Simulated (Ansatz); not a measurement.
For litharge SnO, rVV10 in Ansatz (plane waves, PAW) gives:

| Property | Value |
|---|---|
| equilibrium lattice constant a | 3.889 Å |
| c axis length | 4.947 Å |

Q: What does r²SCAN (Ansatz, a first-principles code, PAW) give for the same quantities?

A: 
- lattice constant a: 3.808 Å (decreases by 2.1 %)
- lattice parameter c: 4.938 Å (drops by 0.2 %)

For comparison: lattice constant a 3.801 Å (measured, temperature not stated, no zero-point or thermal correction; as tabulated in Electronic properties of the Sn1−xPbxO alloy and band alignment of the SnO/PbO …); lattice parameter c 4.835 Å (measured, temperature not stated, no zero-point or thermal correction; as tabulated in Electronic properties of the Sn1−xPbxO alloy and band alignment of the SnO/PbO …).

Changes are worked out from the printed values.

Unless a cell is named, each level is at its own relaxed cell (rVV10 18.71, r²SCAN 17.90 Å³/atom).

Caveats: the cell comes from a level without a dispersion term, which matters for the spacing of layers, chains or molecules (r²SCAN). Ansatz's density-functional and Hartree–Fock values are scalar-relativistic unless marked +SOC, with PAW data made under PBE.
